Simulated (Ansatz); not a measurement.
The first iterations of a band of CH2F2 + H (6 atoms, charge 0, multiplicity 2).

Theory: UKS B3LYP/def2-SVP (Ansatz 0.2.0).

```
movable images  : 3
climbing image  : no
spring          : 5.0 eV/Å²
optimiser       : quadratic models (default)
start path      : through a guess of the saddle point
force threshold : 0.05 eV/Å
iteration limit : 60
end points      : relaxed
```

Image 0:

```xyz
6
Properties=species:S:1:pos:R:3
H 0.486 -0.195 -0.003
C -0.517 0.243 -0.164
F -1.455 -0.651 0.219
F -0.634 1.361 0.587
H 2.805 -1.264 0.587
H -0.684 0.506 -1.225
```

Image 4:

```xyz
6
Properties=species:S:1:pos:R:3
H 1.839 -0.818 0.348
C -0.875 0.377 -0.090
F -1.886 -0.451 0.124
F -1.070 1.552 0.489
H 2.544 -1.096 0.271
H -0.552 0.437 -1.142
```

| iteration | highest image above the first end (eV) | largest band force component (eV/Å) |
| --- | --- | --- |
| 1 | 0.282 | 2.682 |
| 2 | 0.355 | 2.756 |

**Question.** Does the band converge within its limit, and where does its top end?

**Answer.** The run converged. It ended after 7 iterations with the highest image 0.036 eV above the first end. No image climbed, so the highest image needn't sit at the top of the path. A band with more images between the same ends climbed to 0.26 eV, so this one has probably stepped over the top. So few images can step over the top or miss a turn of the path.

Time of the run: 26 s on 1 thread of Intel(R) Xeon(R) 6975P-C (Granite Rapids), with other jobs on the host, peak memory 0.14 GiB.
